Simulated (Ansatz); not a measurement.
# AlC (quartet): from Hartree-Fock to the top rungs at distance Al1–C2 = 1.807 Å, cc-pVTZ

How much of the correlation energy of AlC (quartet) does each wave-function method recover here?

The runs use Ansatz 0.2.0, Gaussian basis; cc-pVTZ, core rule «outside noble gas», up to 6 orbitals frozen.

To be run: UHF; CCSD(T) on ROHF; CCSD(T) on UHF; BCCD(T) on ROHF; CISD; CCSDT(Q) on ROHF; CCSDT(Q) on UHF; CASSCF and MRCISD+Q, 5 electrons in 5 orbitals; CASSCF and NEVPT2, 5 electrons in 5 orbitals; CASSCF and MRCISD+Q, 7 electrons in 8 orbitals; CASSCF and NEVPT2, 7 electrons in 8 orbitals.

10 further runs of the same task are left out: 1 for a mislabelled method, 7 that didn't finish, 2 set aside as unsound or not needed.

**1. The geometry**

The geometry derives from a PBE0/def2-TZVP stationary point (not a proven minimum). One bond is set to the value named and the two fragments are kept rigid.

2 atoms, charge 0, spin multiplicity 4.

Atoms are counted from 1 here; the program's logs count them from 0.

Bond lengths: Al1–C2 1.807 Å.

**2. UHF**

Input file in.yaml:

```yaml
crystal:
  periodic: [false, false, false]
  atoms:
    - {symbol: Al, position_ang: [0.000000, 0.000000, 0.000000]}
    - {symbol: C, position_ang: [0.000000, 0.000000, 1.807000]}
basis:
  gaussian: {orbitals: cc-pVTZ}
magnetization: {spin_polarized: true, initial_magnetization: 3}
hamiltonian: {xc: hf}
output: {orbitals: {seedname: orbitals}}
```

Started as:

```sh
$ ansatz run in.yaml --threads 1 --pin off --events-out ev --progress --plain --max-ram 2393MiB
```

The runs that follow: CCSD(T) on ROHF; CCSD(T) on UHF; BCCD(T) on ROHF; CISD; CCSDT(Q) on ROHF; CCSDT(Q) on UHF; CASSCF and MRCISD+Q, 5 electrons in 5 orbitals; CASSCF and NEVPT2, 5 electrons in 5 orbitals; CASSCF and MRCISD+Q, 7 electrons in 8 orbitals; CASSCF and NEVPT2, 7 electrons in 8 orbitals.

Before running them: what should the planned runs give, taken together? Wanted: UCCSDT(Q) below the RHF energy; RMP2 from UCCSDT(Q); UMP2 from UCCSDT(Q); RCCSD from UCCSDT(Q); RCCSD(T) from UCCSDT(Q); UCCSD(T) from UCCSDT(Q); RCCSDT(Q) from UCCSDT(Q); NEVPT2 pair from UCCSDT(Q); MRCISD+Q pair from UCCSDT(Q).

**Answer**, as computed:

| quantity | value |
| --- | --- |
| UCCSDT(Q) below the RHF energy | -4.6380 eV |
| RMP2 from UCCSDT(Q) | +1086.8 meV |
| UMP2 from UCCSDT(Q) | +1066.2 meV |
| RCCSD from UCCSDT(Q) | +247.6 meV |
| RCCSD(T) from UCCSDT(Q) | +57.5 meV |
| UCCSD(T) from UCCSDT(Q) | +55.5 meV |
| RCCSDT(Q) from UCCSDT(Q) | +2.7 meV |
| NEVPT2 pair from UCCSDT(Q) | +1094.2 meV |
| MRCISD+Q pair from UCCSDT(Q) | +194.9 meV |
| NEVPT2 valence from UCCSDT(Q) | +732.1 meV |
| levels within 1 kcal/mol (43 meV) | RCCSDT, UCCSDT, RCCSDT(Q) |
| T1 diagnostic | 0.055 |
| effectively unpaired electrons | 3.07 |

What this shows: RCCSD(T) misses by +57.5 meV, 1.2 % of the correlation energy. The occupations are near whole numbers, but T1 = 0.055 shows that the orbitals relax strongly. Of the multireference levels listed MRCISD+Q valence comes nearest in total energy (+75.2 meV), which doesn't show that its space is the better one. These misses are within one basis, not against nature; the frozen cores of restricted and unrestricted runs differ, which can shift their rows.
